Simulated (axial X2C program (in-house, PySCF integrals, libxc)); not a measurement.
**Ionising CO**

All values come from calculations with an axial X2C code built on PySCF integrals, spin-free (one-electron X2C) or two-component (2c: spin–orbit coupling with atomic mean-field Coulomb and Gaunt terms, which also bring small scalar terms), in Dyall basis sets with cores contracted in-house; open shells are unrestricted.

Basis sets: C dyall-v3z, O dyall-av3z.

```
Hamiltonian  level        CO state  Re (Å)  ωe (cm⁻¹)  De (eV)
  spin-free     HF  M_S = 0, Λ = 0   1.103     2422.8     7.56
  spin-free   PBE0  M_S = 0, Λ = 0   1.124     2234.6    11.05
         2c     HF           Ω = 0   1.103     2422.7     7.56
         2c   PBE0           Ω = 0   1.124     2234.5    11.05
```

Adiabatic ionisation energy (minimum to minimum, no zero-point term) and constants of CO⁺:

| Hamiltonian | level | CO⁺ state | IE (eV) | Re (Å) | ωe (cm⁻¹) | De (eV) | fragments |
| --- | --- | --- | --- | --- | --- | --- | --- |
| spin-free | HF | M_S = 1/2, Λ = 0 | 13.00 | 1.087 | 2406.1 | 5.36 | O + C+ |
| spin-free | PBE0 | M_S = 1/2, Λ = 0 | 13.97 | 1.106 | 2330.5 | 8.59 | O + C+ |
| 2c | HF | Ω = 1/2 | 13.00 | 1.087 | 2406.4 | 5.36 | O + C+ |
| 2c | PBE0 | Ω = 1/2 | 13.97 | 1.106 | 2330.4 | 8.59 | O + C+ |

Question: Add the zero-point terms to the ionisation energy at PBE0, 2c, and say whether the electron removed was bonding.

Answer: IE0 = IE + (ωe⁺ − ωe)/2 = 13.97 + (0.006) = 13.98 eV. Re changes by -0.018 Å, so the electron was nearly non-bonding.

Question: Close the cycle De(CO⁺) + IE(CO) = De(CO) + IE(C) to find the atomic ionisation energy at PBE0, 2c.

Answer: IE(C) = 8.59 + 13.97 − 11.05 = 11.51 eV, for the determinants used.

Each entry is the lowest single determinant of a limited PBE0 search at one distance. De goes to single-determinant-based atoms at the same level (for ions the charge split of lowest energy) and is withheld (n/a) where an atom does not fit its ground term or J level. Main or longest-lived isotopes. One determinant is a doubtful description, or other states lie close, for CO⁺; these need not be ground states, and all values refer to the states named. Some light 2c atoms are not at their ground J level, so De misses part of their lowering (0.04 eV or less). The functionals have no current term, which raises determinants with orbital currents.
